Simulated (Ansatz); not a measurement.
CH₄SSi, SMILES C1[SiH2]S1, harmonic frequencies at the relaxed geometry

Computed with Ansatz 0.2.0, Python API.

At the Python prompt:
```pycon
>>> import itertools
>>> import ansatz
>>> from ase import Atoms
>>> from ase.data import atomic_numbers, covalent_radii
>>> from ase.thermochemistry import IdealGasThermo
>>> import numpy as np
>>> ch4ssi = (
...     ansatz.Crystal.molecule()
...     .atom("C", (-0.6825, -0.2161, -0.5297))
...     .atom("Si", (0.7388, 0.3964, 0.3418))
...     .atom("S", (-0.5772, -1.3303, 0.6722))
...     .atom("H", (-0.5036, -0.5125, -1.5592))
...     .atom("H", (-1.6079, 0.4524, -0.4872))
...     .atom("H", (0.5929, 1.2829, 1.5346))
...     .atom("H", (2.1007, -0.1407, -0.0182))
... )
>>> base = (
...     ch4ssi.calculation()
...     .basis(gaussian="def2-SVP")
...     .functional("PBE", dispersion="d3bj")
... )
>>> symbols = [site.symbol for site in ch4ssi.cartesian_sites]
>>> start = np.array([site.position_ang for site in ch4ssi.cartesian_sites], dtype=float)
>>> def progress(event):
...     if event["event"] == "relax_step":
...         row = event["data"]
...         print(f"step {row['step']:3d}  E = {row['lagrangian_ev']:.6f} eV  largest force component {row['allowed_force_max_ev_ang']:.4f} eV/A")
...
>>> report = base.relax(force_tolerance=0.003).session().plan().execute(on_event=progress).report
step   1  E = -19797.182154 eV  largest force component 4.2114 eV/A
step   2  E = -19797.738425 eV  largest force component 2.7144 eV/A
step   3  E = -19797.953575 eV  largest force component 1.6096 eV/A
step   4  E = -19798.056507 eV  largest force component 0.1371 eV/A
step   5  E = -19798.063606 eV  largest force component 0.1289 eV/A
step   6  E = -19798.065497 eV  largest force component 0.0065 eV/A
step   7  E = -19798.065496 eV  largest force component 0.0031 eV/A
step   8  E = -19798.065504 eV  largest force component 0.0002 eV/A
>>> end = np.array(report["positions_ang"])
>>> # pairs closer than 1.2 times the sum of covalent radii, before or after
>>> radius = [covalent_radii[atomic_numbers[s]] for s in symbols]
>>> span = lambda where, i, j: np.linalg.norm(where[i] - where[j])
>>> bonded = [(i, j) for i, j in itertools.combinations(range(len(symbols)), 2) if min(span(start, i, j), span(end, i, j)) < 1.2 * (radius[i] + radius[j])]
>>> print("pair        before    after (A)")
pair        before    after (A)
>>> for i, j in bonded:
...     print(f"{symbols[i]}{i}-{symbols[j]}{j}".ljust(10), f"{span(start, i, j):8.4f} {span(end, i, j):8.4f}")
...
C0-Si1       1.7762   1.8638
C0-S2        1.6423   1.8854
C0-H3        1.0862   1.1048
C0-H4        1.1424   1.1048
Si1-S2       2.1960   2.1209
Si1-H5       1.4933   1.4967
Si1-H6       1.5076   1.4967
>>> for first, second in list(itertools.combinations(bonded, 2)):
...     shared = set(first) & set(second)
...     if shared and symbols[(j := shared.pop())] != "H":
...         i, k = sorted((set(first) | set(second)) - {j})
...         u, v = end[i] - end[j], end[k] - end[j]
...         angle = np.degrees(np.arccos(np.clip(u @ v / np.linalg.norm(u) / np.linalg.norm(v), -1, 1)))
...         print(f"final angle {symbols[i]}{i}-{symbols[j]}{j}-{symbols[k]}{k}: {angle:.2f} deg")
...
final angle Si1-C0-S2: 68.90 deg
final angle Si1-C0-H3: 119.81 deg
final angle Si1-C0-H4: 119.81 deg
final angle C0-Si1-S2: 56.03 deg
final angle C0-Si1-H5: 119.08 deg
final angle C0-Si1-H6: 119.08 deg
final angle S2-C0-H3: 113.53 deg
final angle S2-C0-H4: 113.53 deg
final angle C0-S2-Si1: 55.07 deg
final angle H3-C0-H4: 113.22 deg
final angle S2-Si1-H5: 118.89 deg
final angle S2-Si1-H6: 118.89 deg
final angle H5-Si1-H6: 113.42 deg
>>> # frequencies need a stationary point, so they are taken at the relaxed geometry
>>> minimum = ansatz.Crystal.molecule()
>>> for symbol, place in zip(symbols, end):
...     minimum = minimum.atom(symbol, place.tolist())
...
>>> vibrating = (
...     minimum.calculation()
...     .basis(gaussian="def2-SVP")
...     .functional("PBE", dispersion="d3bj")
...     .phonons(temperatures=(200, 600, 100))
... )
>>> vib = vibrating.run(threads=1, backend="cpu").report["vibrations"]
>>> sums = vib["harmonic_sums"]
>>> modes = [m["omega_inv_cm"] for m in sums["modes_at_gamma"] if m["rigid_motion"] == "no"]
>>> for number, w in enumerate(modes, start=1):
...     print(f"mode {number:2d} {w:9.1f} 1/cm {w / 8065.544 * 1000:8.2f} meV")
...
mode  1     484.6 1/cm    60.09 meV
mode  2     505.8 1/cm    62.72 meV
mode  3     547.4 1/cm    67.87 meV
mode  4     561.7 1/cm    69.65 meV
mode  5     637.2 1/cm    79.00 meV
mode  6     774.2 1/cm    95.99 meV
mode  7     782.0 1/cm    96.95 meV
mode  8     918.5 1/cm   113.88 meV
mode  9     929.5 1/cm   115.24 meV
mode 10     961.3 1/cm   119.19 meV
mode 11    1350.9 1/cm   167.49 meV
mode 12    2188.7 1/cm   271.37 meV
mode 13    2208.3 1/cm   273.79 meV
mode 14    3036.2 1/cm   376.44 meV
mode 15    3128.7 1/cm   387.91 meV
>>> print("imaginary modes:", sum(w < 0 for w in modes), " zero-point energy:", round(sums["zero_point_energy_ev"], 4), "eV")
imaginary modes: 0  zero-point energy: 1.1788 eV
>>> # rigid rotor and ideal gas, symmetry number taken as one
>>> gas = IdealGasThermo(vib_energies=[w / 8065.544 for w in modes if w > 0], geometry="linear" if len(modes) == 3 * len(symbols) - 5 else "nonlinear",
...                      atoms=Atoms(symbols, positions=end), symmetrynumber=1, spin=0.0)
>>> print(f"H(298 K) - E = {gas.get_enthalpy(298.15, verbose=False):.4f} eV")
H(298 K) - E = 1.3167 eV
>>> print(f"S(298 K, 1 bar) = {96485.33 * gas.get_entropy(298.15, 1e5, verbose=False):.1f} J/(mol K) with symmetry number 1")
S(298 K, 1 bar) = 279.2 J/(mol K) with symmetry number 1
>>> # all hydrogen replaced by deuterium
>>> heavier = vibrating.phonons(masses={"H": 2.014102}).run(threads=1, backend="cpu").report["vibrations"]["harmonic_sums"]
>>> print("deuterated (1/cm):", " ".join(f"{m['omega_inv_cm']:.0f}" for m in heavier["modes_at_gamma"] if m["rigid_motion"] == "no"))
deuterated (1/cm): 346 413 465 501 527 605 637 668 709 795 1013 1565 1600 2201 2329
>>> print("zero-point energy falls by", round(sums["zero_point_energy_ev"] - heavier["zero_point_energy_ev"], 4), "eV")
zero-point energy falls by 0.2877 eV
```

Caveats:
- Total energies depend on the basis set; only differences at equal settings carry meaning.
- The frequencies are harmonic and unscaled, in a modest basis. The result belongs to the one conformer reached from this start, and soft torsions count as harmonic oscillators.
- The entropy takes a symmetry number of 1; a symmetric molecule's is lower by R ln(sigma).
- It ran for 59 s on 1 thread of AMD EPYC 9R14 (Zen 4), with other jobs on the host, peak memory 0.26 GiB.

(Lines on the test bed's own set-up are left out of the output.)
